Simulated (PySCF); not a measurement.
**Electric properties by functional and basis**

Cyclopropanone, C₃H₄O.
SMILES: `O=C1CC1`

PySCF, dipoles from the SCF density, polarisabilities from static response with core orbitals frozen. Isolated species at its PBE0-D3(BJ)/def2-SVP geometry, gas phase.

**Question.** Compare the levels for these properties.

**Answer.** 

```csv
level,μ (D),error (%),α (au),anisotropy (au)
LDA/def2-SVPD,3.012,+12.8,39.64,13.13
PBE/def2-SVPD,2.910,+9.0,39.37,13.12
B3LYP/def2-SVPD,3.060,+14.6,38.31,12.39
PBE0/def2-SVPD,3.058,+14.5,37.81,12.21
BHandHLYP/def2-SVPD,3.235,+21.2,36.90,11.60
CAM-B3LYP/def2-SVPD,3.139,+17.6,37.72,11.99
wB97X-D/def2-SVPD,3.114,+16.6,37.73,12.03
LC-wPBE/def2-SVPD,3.111,+16.5,36.76,11.69
HF/def2-SVPD,3.464,+29.8,35.66,10.78
PBE0/6-31G*,2.765,+3.6,30.88,9.40
PBE0/def2-SVP,2.700,+1.1,31.59,9.82
PBE0/6-31+G*,3.049,+14.2,35.50,13.09
PBE0/aug-cc-pVDZ,3.021,+13.2,38.63,12.99
PBE0/def2-TZVP,2.938,+10.0,36.38,11.88
PBE0/def2-TZVPD,3.010,+12.7,38.70,12.64
PBE0/aug-cc-pVTZ,3.011,+12.8,38.85,12.74
```

Reference dipole: 2.670 D (measured, gas; NIST CCCBDB Release 22 (SRD 101), experimental dipoles). The anisotropy is √(½[(α1 − α2)² + (α2 − α3)² + (α3 − α1)²]). For the dipole, the smallest error is 1.1% (PBE0/def2-SVP) and the largest 29.8% (HF/def2-SVPD). The dipole runs from 2.70 D (PBE0/def2-SVP) to 3.46 D (HF/def2-SVPD). No reference polarisability is at hand; against PBE0 in the largest diffuse basis at hand (aug-cc-pVTZ) the other PBE0 rows deviate by 6-31G* -21%, def2-SVP -19%, 6-31+G* -9%, def2-SVPD -3%, aug-cc-pVDZ -1%, def2-TZVP -6%, def2-TZVPD 0%. In one basis (def2-SVPD) the functionals order the polarisability from HF (lowest) to LDA (highest), a spread of 11%. With PBE0 the polarisability is 32.95 au without diffuse functions (mean of 6-31G*, def2-SVP and def2-TZVP) and 37.90 au with them (mean of 6-31+G*, def2-SVPD, aug-cc-pVDZ, def2-TZVPD and aug-cc-pVTZ). Measured values can belong to vibrating molecules; the computed ones are for one fixed geometry.
